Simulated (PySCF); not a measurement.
Planning a shielding job on `c1n[nH]cp1`.

Method: GIAO PBE0/def2-SVP NMR shielding, non-relativistic, gas phase (PySCF 2.14.0, density-fitted response routines). Geometry: PBE0-D3(BJ)/def2-SVP. Work: shieldings, ring-centre shieldings, charges and field gradients, density fitting. A driver script takes a list of jobs; this job's settings line and coordinates (Å) are shown.

Command:
```bash
OMP_NUM_THREADS=1 python probes_run.py task.json out
```

Input:
```
{"job": {"kind": "nmr", "xc": "PBE0", "basis": "def2-SVP", "pop": true}, "charge": 0, "multiplicity": 1}
C      1.318091    -0.159537    -0.148885
N      0.683576     0.991713    -0.072336
N     -0.615940     0.750220     0.014212
C     -1.024979    -0.531546     0.009009
P      0.313853    -1.620134    -0.115865
H      2.407511    -0.132626    -0.226225
H     -1.232474     1.553359     0.079828
H     -2.092544    -0.741835     0.079641
```

Hardware: an Arm Neoverse V1 with one thread, no GPU, shared host. PySCF's memory limit was set to 2400 MB.

Q: How large is the basis?

A: 89 functions for 44 electrons, with 518 fitting functions; the fitted three-index integrals, 518 × 89 × 90/2 numbers of 8 bytes, come to 16 MiB.

Question: Which is nearest to the wall time?
A. 4.7 s
B. under 0.1 s
C. 0.59 s

Answer: A. The run took 4.7 s. The SCF took 13 cycles.

Q: How much memory does it need at the peak?

A: About 0.47 GiB. Peak memory is the resident size of the whole Python process, interpreter and libraries included.

The SCF part of the output:
```
coarse grid: 7784 points
cycle   1  E = -528.1800432623  dE =  8.721e-01  |g| = 2.974e-01  |ddm| = 3.257e+00
cycle   2  E = -528.1543051681  dE =  2.574e-02  |g| = 4.569e-01  |ddm| = 8.141e-01
cycle   3  E = -528.2035905158  dE = -4.929e-02  |g| = 7.254e-02  |ddm| = 4.770e-01
cycle   4  E = -528.2046047870  dE = -1.014e-03  |g| = 3.631e-02  |ddm| = 9.767e-02
cycle   5  E = -528.2049520146  dE = -3.472e-04  |g| = 7.961e-03  |ddm| = 4.421e-02
cycle   6  E = -528.2049686835  dE = -1.667e-05  |g| = 1.892e-03  |ddm| = 1.161e-02
cycle   7  E = -528.2049695446  dE = -8.612e-07  |g| = 5.491e-04  |ddm| = 2.370e-03
final grid: 72448 points
cycle   8  E = -528.2613019996  dE = -8.361e-06  |g| = 7.692e-03  |ddm| = 1.886e-02
cycle   9  E = -528.2612677206  dE =  3.428e-05  |g| = 1.326e-02  |ddm| = 2.290e-02
cycle  10  E = -528.2613182850  dE = -5.056e-05  |g| = 1.321e-03  |ddm| = 1.607e-02
cycle  11  E = -528.2613187166  dE = -4.316e-07  |g| = 3.029e-04  |ddm| = 1.380e-03
cycle  12  E = -528.2613187401  dE = -2.349e-08  |g| = 5.911e-05  |ddm| = 4.553e-04
cycle  13  E = -528.2613187410  dE = -8.852e-10  |g| = 2.726e-05  |ddm| = 1.019e-04
converged SCF energy = -528.2613187410
```

On the final grid dE counts from the start density on that grid.

Times come from a shared host and carry two figures at best.
